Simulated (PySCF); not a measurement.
Molecule: SMILES C/C=C/C(C)=O, C5H8O.

Molfile (atoms numbered from 1):
```
C5H8O
     RDKit          3D

 14 13  0  0  0  0  0  0  0  0999 V2000
    2.1968   -0.8404    0.2579 C   0  0  0  0  0  0  0  0  0  0  0  0
    0.7630   -0.4631    0.1323 C   0  0  0  0  0  0  0  0  0  0  0  0
    0.3100    0.7597   -0.1805 C   0  0  0  0  0  0  0  0  0  0  0  0
   -1.1147    1.1435   -0.3096 C   0  0  0  0  0  0  0  0  0  0  0  0
   -2.1826    0.1010   -0.0678 C   0  0  0  0  0  0  0  0  0  0  0  0
   -1.4069    2.2838   -0.6037 O   0  0  0  0  0  0  0  0  0  0  0  0
    2.4083   -1.2479    1.2607 H   0  0  0  0  0  0  0  0  0  0  0  0
    2.8632    0.0154    0.0812 H   0  0  0  0  0  0  0  0  0  0  0  0
    2.4551   -1.6378   -0.4594 H   0  0  0  0  0  0  0  0  0  0  0  0
    0.0365   -1.2652    0.3127 H   0  0  0  0  0  0  0  0  0  0  0  0
    1.0063    1.5847   -0.3665 H   0  0  0  0  0  0  0  0  0  0  0  0
   -2.1341   -0.2747    0.9661 H   0  0  0  0  0  0  0  0  0  0  0  0
   -3.1634    0.5597   -0.2414 H   0  0  0  0  0  0  0  0  0  0  0  0
   -2.0570   -0.7624   -0.7388 H   0  0  0  0  0  0  0  0  0  0  0  0
  1  2  1  0
  2  3  2  0
  3  4  1  0
  4  5  1  0
  4  6  2  0
  1  7  1  0
  1  8  1  0
  1  9  1  0
  2 10  1  0
  3 11  1  0
  5 12  1  0
  5 13  1  0
  5 14  1  0
M  END
```

Geometry PBE0-D3(BJ)/def2-SVP throughout; GIAO in PySCF 2.14, gas phase, one conformer, non-relativistic; equivalent atoms averaged; basis pcSseg-1.

Problem. How do the absolute shieldings σ depend on the functional? (a selection of nuclei; ppm; last column core-seconds on shared hosts with different chips, so compare them loosely; the GGAs took longer than the global hybrids here, which isn't the general rule, and the cause wasn't traced)

Solution. 
| functional | kind | C4 | C2 | C3 | C5 | C1 | O6 | H11 | H12/H13/H14 | H7/H8/H9 | core-s |
| --- | --- | --- | --- | --- | --- | --- | --- | --- | --- | --- | --- |
| HF | Hartree–Fock | -9.5 | 39.2 | 52.4 | 165.8 | 171.8 | -334.4 | 25.52 | 29.52 | 29.68 | 4.2 |
| LDA | LDA | -22.4 | 24.9 | 33.6 | 154.4 | 158.3 | -386.7 | 24.85 | 28.64 | 28.80 | 13 |
| PBE | GGA | -15.4 | 30.9 | 39.7 | 153.9 | 157.3 | -365.3 | 25.31 | 29.04 | 29.19 | 16 |
| BLYP | GGA | -21.2 | 25.6 | 34.6 | 149.0 | 152.3 | -367.2 | 25.56 | 29.23 | 29.36 | 18 |
| BP86 | GGA | -15.8 | 30.8 | 39.5 | 153.3 | 156.8 | -359.6 | 25.38 | 29.10 | 29.25 | 17 |
| OPBE | GGA | -2.0 | 42.2 | 51.0 | 159.6 | 162.7 | -336.1 | 25.27 | 29.05 | 29.21 | 16 |
| KT2 | GGA | -0.3 | 43.3 | 50.8 | 158.8 | 161.0 | -312.9 | 25.42 | 29.11 | 29.19 | 17 |
| KT3 | GGA | 0.8 | 44.1 | 52.2 | 157.8 | 160.0 | -308.4 | 25.57 | 29.24 | 29.33 | 16 |
| B97-D | GGA | -11.1 | 34.7 | 43.6 | 153.4 | 156.4 | -334.6 | 25.59 | 29.26 | 29.39 | 16 |
| B3LYP | global hybrid | -19.9 | 28.0 | 37.1 | 153.0 | 157.3 | -365.7 | 25.46 | 29.25 | 29.39 | 9.9 |
| PBE0 | global hybrid | -13.9 | 33.7 | 42.8 | 158.2 | 162.8 | -363.1 | 25.24 | 29.10 | 29.27 | 11 |
| mPW1PW91 | global hybrid | -14.9 | 32.9 | 42.0 | 157.3 | 161.8 | -362.1 | 25.30 | 29.16 | 29.32 | 9.9 |
| WP04 | global hybrid | -26.9 | 22.6 | 32.0 | 145.2 | 149.9 | -338.8 | 25.78 | 29.44 | 29.62 | 11 |
| B97-2 | global hybrid | -10.7 | 36.3 | 45.5 | 157.8 | 161.9 | -343.9 | 25.41 | 29.22 | 29.38 | 9.4 |
| BHandHLYP | global hybrid | -17.3 | 31.6 | 41.8 | 158.0 | 163.3 | -359.1 | 25.41 | 29.30 | 29.45 | 9.3 |
| CAM-B3LYP | range-separated hybrid | -20.6 | 28.9 | 37.9 | 155.8 | 161.7 | -363.9 | 25.34 | 29.19 | 29.37 | 13 |
| wB97X-D | range-separated hybrid | -15.8 | 33.5 | 42.3 | 157.5 | 163.4 | -355.1 | 25.36 | 29.22 | 29.42 | 13 |
| LC-wPBE | range-separated hybrid | -16.5 | 34.3 | 43.1 | 161.0 | 168.5 | -355.7 | 25.25 | 29.16 | 29.40 | 18 |

Problem. Which nucleus among those listed moves most, in ppm?

Solution. O6 (ketone oxygen): from -386.7 ppm with LDA to -308.4 ppm with KT3. The smallest spread is 0.88 ppm, at H12/H13/H14. Proton shifts span only some 12 ppm, so a few tenths of a ppm matter as much there as several ppm in carbon.
